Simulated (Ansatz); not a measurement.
# AlPH (quartet): RPA-PBE over vertical spin and charge gaps, cc-pVTZ

Aim: run AlPH (quartet) with these functionals over vertical spin and charge gaps, and hold them against the top wave-function level at the same points.

Method: cc-pVTZ, all electrons in the functionals, frozen cores in the correlation of double hybrids and RPA; program: Ansatz 0.2.0, Gaussian basis.

Plan: RPA-PBE, at charge 0, quartet; charge 0, doublet; charge 0, sextet; charge 1, triplet; charge 1, quintet.

15 further runs of the same task are left out: 10 for a known fault of the program, 5 set aside as unsound or not needed.

## 1. The geometry

The geometry is a PBE0/def2-TZVP stationary point (not a proven minimum).

3 atoms, charge 0, spin multiplicity 4.

Atoms are counted from 1 here; the program's logs count them from 0.

Bond lengths: Al1–P2 2.386 Å, Al1–H3 1.614 Å. Angles: P2–Al1–H3 114.3°.

No dispersion term is added.

The geometry shown and the zero of energy belong to the point charge 0, quartet. The yardstick, UCCSDT(Q), and other wave-function levels (R restricted, U unrestricted, valence and pair active spaces) come from earlier runs.

## 2. RPA-PBE, charge 0, quartet

Contents of in.yaml:

```yaml
crystal:
  periodic: [false, false, false]
  atoms:
    - {symbol: Al, position_ang: [0.000000, -0.107696, 1.237712]}
    - {symbol: P, position_ang: [0.000000, 0.051009, -1.143237]}
    - {symbol: H, position_ang: [0.000000, 1.315423, 1.999097]}
basis:
  gaussian: {orbitals: cc-pVTZ}
magnetization: {spin_polarized: true, initial_magnetization: 3}
hamiltonian: {xc: {name: PBE}}
correlation: {method: rpa, electrons: outside_noble_gas}
```

Started as:

```bash
$ ansatz run in.yaml --threads 1 --pin off --events-out ev --progress --plain --max-ram 3968MiB --backend cpu
```

Standard output:

```text
Functional definition: PBE
  name "PBE"
  cite "Perdew, Burke & Ernzerhof, Phys. Rev. Lett. 77, 3865 (1996) doi:10.1103/PhysRevLett.77.3865"
  parent pbe
  parameter kappa = 0.804
  parameter beta = 0.06672455060314922
  exchange = pbe_x(kappa = kappa, mu = beta*pi^2/3)
  correlation = pbe_c(beta = beta)
494 factors; integrals over basis functions are off by at most 8.8e-4 eV
mean field evaluation 1: about -15890.4588 eV, gradient 1.0e1 eV
mean field evaluation 2: about -15890.4526 eV, gradient 1.0e1 eV
mean field evaluation 4: about -15891.3875 eV, gradient 2.0e0 eV
mean field evaluation 8: about -15891.4247 eV, gradient 8.4e-2 eV
mean field evaluation 16: about -15891.4247 eV, gradient 4.7e-5 eV
mean field evaluation 32: about -15890.1477 eV, gradient 1.7e0 eV
mean field evaluation 64: about -15890.9020 eV, gradient 1.9e0 eV
mean field -15891.42473601 eV, -583.9990874537 hartree, gradient 4.6e-6 eV, S^2 3.755147; 7 other end points of the search recorded, 0 dependent functions left out
10 core orbitals not correlated: weight in the atoms' cores, before any rotation towards them, 1.000 or more for the frozen orbitals, at most 0.000 for the correlated occupied ones
reference -15869.24970881 eV, -583.1841702349 hartree; 6, 3 occupied and 66, 69 virtual orbitals, 494 factors
Total energy: -15878.45818911 eV, -583.5225756444 hartree
```

It took 4.9 s on 1 thread of AMD EPYC 7R13, shared host.

From the report: ⟨S²⟩ of the determinant 3.755 (pure quartet: 3.75).

## 3. RPA-PBE, charge 0, doublet

in.yaml, as its differences from that of step 2:

```diff
@@ -8,3 +8,3 @@
   gaussian: {orbitals: cc-pVTZ}
-magnetization: {spin_polarized: true, initial_magnetization: 3}
+magnetization: {spin_polarized: true, initial_magnetization: 1}
 hamiltonian: {xc: {name: PBE}}
```

The command is unchanged.

Standard output (excerpt; [...] marks lines left out):

```text
Functional definition: PBE
  name "PBE"
  cite "Perdew, Burke & Ernzerhof, Phys. Rev. Lett. 77, 3865 (1996) doi:10.1103/PhysRevLett.77.3865"
  parent pbe
[...]
494 factors; integrals over basis functions are off by at most 8.8e-4 eV
[...]
mean field -15891.76223168 eV, -584.0114901909 hartree, gradient 2.4e-6 eV, S^2 1.251285; 13 other end points of the search recorded, 0 dependent functions left out
10 core orbitals not correlated: weight in the atoms' cores, before any rotation towards them, 1.000 or more for the frozen orbitals, at most 0.000 for the correlated occupied ones
reference -15868.80652516 eV, -583.1678835362 hartree; 5, 4 occupied and 67, 68 virtual orbitals, 494 factors
Total energy: -15878.71295943 eV, -583.5319382808 hartree
```

It took 15 s on 1 thread of AMD EPYC 7R13, shared host.

From the report: ⟨S²⟩ of the determinant 1.251 (pure doublet: 0.75). The determinant is far from a pure spin state, so its energy mixes those of several spin states (harmless only where they are near-degenerate, as at dissociation).

From charge 0, quartet: -24.6 kJ/mol.

## 4. RPA-PBE, charge 0, sextet

in.yaml, as its differences from that of step 3:

```diff
@@ -8,3 +8,3 @@
   gaussian: {orbitals: cc-pVTZ}
-magnetization: {spin_polarized: true, initial_magnetization: 1}
+magnetization: {spin_polarized: true, initial_magnetization: 5}
 hamiltonian: {xc: {name: PBE}}
```

The command is unchanged.

Standard output (excerpt; [...] marks lines left out):

```text
Functional definition: PBE
  name "PBE"
  cite "Perdew, Burke & Ernzerhof, Phys. Rev. Lett. 77, 3865 (1996) doi:10.1103/PhysRevLett.77.3865"
  parent pbe
[...]
494 factors; integrals over basis functions are off by at most 8.8e-4 eV
[...]
mean field -15887.93312249 eV, -583.8707730238 hartree, gradient 4.1e-6 eV, S^2 8.752470; 0 other end points of the search recorded, 0 dependent functions left out
10 core orbitals not correlated: weight in the atoms' cores, before any rotation towards them, 1.000 or more for the frozen orbitals, at most 0.000 for the correlated occupied ones
reference -15866.17030834 eV, -583.0710043550 hartree; 7, 2 occupied and 65, 70 virtual orbitals, 494 factors
Total energy: -15874.91432333 eV, -583.3923409789 hartree
```

Wall time 1.6 s (1 thread of AMD EPYC 7R13, shared host).

From the report: ⟨S²⟩ of the determinant 8.752 (pure sextet: 8.75).

From charge 0, quartet: +341.9 kJ/mol.

## 5. RPA-PBE, charge 1, triplet

in.yaml, as its differences from that of step 4:

```diff
@@ -8,3 +8,4 @@
   gaussian: {orbitals: cc-pVTZ}
-magnetization: {spin_polarized: true, initial_magnetization: 5}
+total_charge: 1
+magnetization: {spin_polarized: true, initial_magnetization: 2}
 hamiltonian: {xc: {name: PBE}}
```

Same command.

Standard output (excerpt; [...] marks lines left out):

```text
Functional definition: PBE
  name "PBE"
  cite "Perdew, Burke & Ernzerhof, Phys. Rev. Lett. 77, 3865 (1996) doi:10.1103/PhysRevLett.77.3865"
  parent pbe
[...]
494 factors; integrals over basis functions are off by at most 8.8e-4 eV
[...]
mean field -15884.02153896 eV, -583.7270249803 hartree, gradient 4.7e-6 eV, S^2 2.014777; 5 other end points of the search recorded, 0 dependent functions left out
10 core orbitals not correlated: weight in the atoms' cores, before any rotation towards them, 1.000 or more for the frozen orbitals, at most 0.000 for the correlated occupied ones
reference -15861.86271334 eV, -582.9127031584 hartree; 5, 3 occupied and 67, 69 virtual orbitals, 494 factors
Total energy: -15870.77991048 eV, -583.2404041092 hartree
```

It took 3.7 s on 1 thread of AMD EPYC 7R13, shared host.

From the report: ⟨S²⟩ of the determinant 2.015 (pure triplet: 2.00).

From charge 0, quartet: +740.8 kJ/mol.

## 6. RPA-PBE, charge 1, quintet

in.yaml, as its differences from that of step 5:

```diff
@@ -9,3 +9,3 @@
 total_charge: 1
-magnetization: {spin_polarized: true, initial_magnetization: 2}
+magnetization: {spin_polarized: true, initial_magnetization: 4}
 hamiltonian: {xc: {name: PBE}}
```

The command is unchanged.

Standard output (excerpt; [...] marks lines left out):

```text
Functional definition: PBE
  name "PBE"
  cite "Perdew, Burke & Ernzerhof, Phys. Rev. Lett. 77, 3865 (1996) doi:10.1103/PhysRevLett.77.3865"
  parent pbe
[...]
494 factors; integrals over basis functions are off by at most 8.8e-4 eV
[...]
mean field -15882.22142563 eV, -583.6608720357 hartree, gradient 2.7e-6 eV, S^2 6.004654; 0 other end points of the search recorded, 0 dependent functions left out
10 core orbitals not correlated: weight in the atoms' cores, before any rotation towards them, 1.000 or more for the frozen orbitals, at most 0.000 for the correlated occupied ones
reference -15860.97548520 eV, -582.8800981259 hartree; 6, 2 occupied and 66, 70 virtual orbitals, 494 factors
Total energy: -15869.02690403 eV, -583.1759823102 hartree
```

Run time: 1.4 s. Hardware: 1 thread of AMD EPYC 7R13, shared host.

From the report: ⟨S²⟩ of the determinant 6.005 (pure quintet: 6.00).

From charge 0, quartet: +910.0 kJ/mol.

## 7. Against the wave-function levels

The yardstick is UCCSDT(Q), where the cluster series has nearly closed. It comes from earlier runs at the same points. Energies in kJ/mol, counted from charge 0, quartet; blanks weren't run or aren't comparable.

```tsv
level	quartet to doublet	quartet to sextet	ionisation to the triplet cation	ionisation to the quintet cation
UCCSDT(Q)		334.7	715.0	881.6
RPA-PBE	-24.6	341.9	740.8	910.0
```

Largest miss and mean time a point (UCCSDT(Q) took 10 s a point; shared hosts):

```tsv
level	largest miss (kJ/mol)	where	time a point
RPA-PBE	+28.4	ionisation to the quintet cation	5.2 s
```

## 8. What came out

| quantity | value |
| --- | --- |
| quartet to sextet, UCCSDT(Q) | 334.7 kJ/mol |
| ionisation to the triplet cation, UCCSDT(Q) | 715.0 kJ/mol |
| ionisation to the quintet cation, UCCSDT(Q) | 881.6 kJ/mol |
| largest miss, RPA-PBE | +28.4 kJ/mol (ionisation to the quintet cation) |

What this shows: Misses are known at 3 of 4 points at best, and only functionals with that many are ranked. RPA-PBE strays by up to 28.4 kJ/mol, at ionisation to the quintet cation. RPA-PBE clearly breaks the spin symmetry at some points (⟨S²⟩ up to 0.50 above the pure value), so energy there is bought with a mixed spin. Functionals and the yardstick converge differently with the basis, so part of each miss in cc-pVTZ is the basis.
